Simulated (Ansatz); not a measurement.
Reaction (substitution at a C–O bond): `COC(=O)OC` + `CC(O)F` → `COC(C)F` + `COC(=O)O`

Gas-phase electronic energies from Ansatz, PBE0-D4/def2-TZVP geometries. CCSD(T)/CBS adds triple-zeta CCSD(T) − MP2 to the extrapolated MP2 energy (def2 sets, frozen cores). Functionals use def2-TZVPP. HSE06 is defined as in plane-wave codes. One conformer a species, not always the lowest.

Q: Is it downhill or uphill in electronic energy at CCSD(T)/CBS, and by how much? (Best estimate.)

A: Computed: Nearly level: ΔE = -0.02 eV.

Q: What do these levels give: PBE0-D4, HSE06-D4, r2SCAN, PBE0, HSE06, CAM-B3LYP? (Estimate.)

A: Ansatz gave: PBE0-D4 -0.03, HSE06-D4 -0.03, r2SCAN -0.03, PBE0 -0.03, HSE06 -0.03, CAM-B3LYP -0.02 eV.

Largest T1 diagnostic among the species: 0.014.

At CCSD(T), def2-SVP lies −0.04 eV from the extrapolated value and def2-TZVPP −0.01 eV. Leaving LDA and LC-ωPBE aside and taking each functional with its dispersion term where it has one, the values, not all of them listed here, spread over 0.02 eV, from B97M-V to BHLYP-D4.
